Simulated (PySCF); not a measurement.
HO, SMILES `[OH]` (charge 0, multiplicity 2)

Method: CAM-B3LYP-D3(BJ)/def2-TZVP (PySCF).

```json
{
  "highest_occupied_spin_orbital": "-10.72 eV",
  "dipole_moment": "1.80 D",
  "total_energy": "-2061.05 eV",
  "cost": "around 4 core-seconds (rough)"
}
```

```xyz
2

O      0.4875     0.0000     0.0000
H     -0.4875     0.0000     0.0000
```
Charge 0, spin multiplicity 2.
